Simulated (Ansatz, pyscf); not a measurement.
AlH [singlet] + NH₃ → H₂N–AlH₂, an insertion on the singlet surface: H–N broken, Al–N, Al–H formed. PySCF, gas phase, ωB97X-D3(BJ)/def2-SVP geometries. Wave-function energies: Ansatz (a quantum-chemistry and plane-wave program), frozen core, RHF or UHF references. In kcal/mol, from the separated reactants.

| level | barrier | reaction energy |
|---|---|---|
| M06-2X/def2-TZVP | 22.70 | -50.75 |
| ωB97M-D3(BJ)/def2-TZVP | 24.53 | -49.55 |
| CCSD(T)/cc-pV(D+d)Z | 25.49 | -45.11 |
| CCSDT(Q)/cc-pV(D+d)Z | 24.67 | -45.21 |
| CCSD(T)/cc-pV(T+d)Z | 23.01 | -49.15 |
| CCSD(T)/cc-pV(Q+d)Z | 22.04 | -50.69 |

In cc-pV(D+d)Z, going from CCSD(T) to CCSDT(Q) shifts the barrier by -0.82 and the reaction energy by -0.10 kcal/mol. With HF in the quadruple-zeta basis and the correlation energy extrapolated as X⁻³ from X = 3, 4, CCSD(T) gives 21.58 and -51.43; adding the double-zeta shift gives ΔE‡ = 20.76 and ΔE = -51.53 kcal/mol, without core correlation, relativity or geometry relaxation at these levels. On the reactant side the descent ends in an adduct with a Al–N contact, 17.21 kcal/mol under the separated species and 39.83 kcal/mol under the saddle at ωB97X-D3(BJ)/def2-TZVP. What is counted as formed (Al–N) is already present as a longer contact in the reactant adduct; forming that adduct is a step of its own. The same reactants have a lower exit, to H₂N–Al [singlet] + H₂ (barrier +7.23 kcal/mol at ωB97M-D3(BJ)/def2-TZVP, against +24.53 kcal/mol here). One saddle was located; it need not be the lowest between these sides.
